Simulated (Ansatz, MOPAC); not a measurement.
Process, species as SMILES: C([SiH3])C → [SiH3] (SiH3) + C[CH2] (C2H5) (the C-Si bond breaks)

Wanted: bond dissociation energy (enthalpy at 298 K), in kcal/mol. Set-up: spin-orbit terms left out; open shells spin-unrestricted; six Cartesian d functions in 6-31G* and its kin unless marked 5d; PM7 with its own dispersion and hydrogen-bond terms; non-relativistic; no dispersion term unless named; frozen cores in correlated levels. Basis-set limits of correlation are two-point, X^-3; Hartree-Fock from the larger set. The bracket is a focal-point correction in the basis named. First-principles rows: single points at B3LYP-D3(BJ) geometries (Ansatz, a quantum-chemistry and plane-wave program), with unscaled harmonic terms from B3LYP/6-31G* (Ansatz) at its own minima. Semi-empirical rows: MOPAC heats of formation at their own minima for 298 K.

| species | coefficient | E at B3LYP/6-31G* (Ansatz), Eh | E at wB97M-V/def2-TZVPD (Ansatz), Eh | H(298 K) - E, kcal/mol | heat of formation at PM7 (MOPAC), kcal/mol |
|---|---|---|---|---|---|
| CC[SiH3] | -1 | -370.52055 | -370.46507 | 60.77 | -8.88 |
| [SiH3] (SiH3) | +1 | -291.23223 | -291.19666 | 15.85 | 25.07 |
| [CH2]C (C2H5) | +1 | -79.15777 | -79.12534 | 40.50 | 15.86 |

Coupled cluster (Ansatz) is a level with limits of its own, used here on species with T1 under 0.025 (0.045 for open shells) and stable references: RI-MP2/CBS(aug-cc-pV(T+d)Z,aug-cc-pV(Q+d)Z)+[CCSD(T)-MP2]/aug-cc-pV(T+d)Z. Value to compare with, RI-MP2/CBS(aug-cc-pV(T+d)Z,aug-cc-pV(Q+d)Z)+[CCSD(T)-MP2]/aug-cc-pV(T+d)Z (Ansatz): 84.9 kcal/mol. 1 Eh = 627.5095 kcal/mol.

Q: Compute it at each level from the table, and compare with RI-MP2/CBS(aug-cc-pV(T+d)Z,aug-cc-pV(Q+d)Z)+[CCSD(T)-MP2]/aug-cc-pV(T+d)Z (Ansatz).

A: 
- B3LYP/6-31G*: the sum of coefficient times E is 0.13055 Eh, or 81.92 kcal/mol; the thermal terms add -4.42. Result: 77.5 kcal/mol. Its difference against RI-MP2/CBS(aug-cc-pV(T+d)Z,aug-cc-pV(Q+d)Z)+[CCSD(T)-MP2]/aug-cc-pV(T+d)Z (Ansatz) is -7.4 kcal/mol.
- wB97M-V/def2-TZVPD: the sum of coefficient times E is 0.14307 Eh, or 89.78 kcal/mol; the thermal terms add -4.42. Result: 85.4 kcal/mol. Its difference against RI-MP2/CBS(aug-cc-pV(T+d)Z,aug-cc-pV(Q+d)Z)+[CCSD(T)-MP2]/aug-cc-pV(T+d)Z (Ansatz) is 0.5 kcal/mol.
- PM7: the sum of coefficient times heat of formation is 49.81 kcal/mol; it needs no thermal term. Its difference against RI-MP2/CBS(aug-cc-pV(T+d)Z,aug-cc-pV(Q+d)Z)+[CCSD(T)-MP2]/aug-cc-pV(T+d)Z (Ansatz) is -35.1 kcal/mol.
